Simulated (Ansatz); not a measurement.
A nudged elastic band was laid between two geometries of AlH5OS (8 atoms, charge 0, multiplicity 1).

Theory: RKS PBE/def2-SVP in Ansatz.

```yaml
movable_images: 7
climbing_image: yes
spring: 5.0 eV/Å²
optimiser: quadratic models (default)
start_path: through a guess of the saddle point
force_threshold: 0.05 eV/Å
iteration_limit: 60
end_points: relaxed
```

First end point:

```xyz
8
Properties=species:S:1:pos:R:3
Al -0.011 0.129 0.217
O -0.220 -0.317 1.924
H -0.986 -0.840 2.212
H 1.498 0.064 -0.309
H -1.299 0.020 -0.731
S -0.070 2.588 1.130
H 1.277 2.614 1.341
H -0.258 1.614 2.107
```

Last end point:

```xyz
8
Properties=species:S:1:pos:R:3
Al 0.087 0.496 0.124
O -0.235 -0.169 2.024
H -1.095 -0.614 2.175
H 1.547 -0.017 -0.270
H -1.264 0.018 -0.596
S -0.059 2.632 0.919
H 1.281 2.766 1.133
H -0.329 0.760 2.383
```

Task: What changes between the two ends?

Result: Bonds broken: S6–H8. Bonds formed: O2–H8.

Task: What energy profile does the band end with?

Result: The forces met the threshold. The highest image is number 2 of 0 to 8, 0.4 kcal/mol above the first end and 9.1 kcal/mol above the last; the last end lies 8.7 kcal/mol below the first. A vibrational analysis at the climbing image gives one clearly imaginary mode, 384i cm⁻¹: a first-order saddle point. The orbitals stay closed-shell, which can raise the energy where a bond breaks towards radicals; this wasn't checked here.

```tsv
image	path coordinate (Å)	energy (kcal/mol)	S6–H8 (Å)	O2–H8 (Å)
0	0.00	0.0	1.39	1.94
1	0.22	0.1	1.43	1.71
2	0.44	0.4	1.51	1.47
3	0.61	-0.6	1.65	1.28
4	0.77	-3.9	1.81	1.13
5	0.94	-6.9	2.00	1.05
6	1.11	-8.2	2.17	1.02
7	1.28	-8.6	2.30	1.01
8	1.45	-8.7	2.39	1.00
```

Task: What is the geometry of the highest image?

Result: 
```xyz
8
Properties=species:S:1:pos:R:3
Al 0.019 0.236 0.164
O -0.206 -0.164 1.943
H -0.971 -0.677 2.262
H 1.518 0.027 -0.345
H -1.296 0.023 -0.721
S -0.094 2.533 1.154
H 1.243 2.589 1.415
H -0.280 1.305 2.019
```

Task: What are the harmonic wavenumbers there?

Result: 384i, 272, 277, 327, 410, 485, 555, 586, 641, 676, 740, 864, 1194, 1482, 1873, 1892, 2621, 3751 cm⁻¹.

The band took 11 iterations and of the order of 2.6 core-minutes.

Time of the run: 2.6 min on 1 thread of Arm Neoverse V1, on a shared host, peak memory 0.15 GiB.
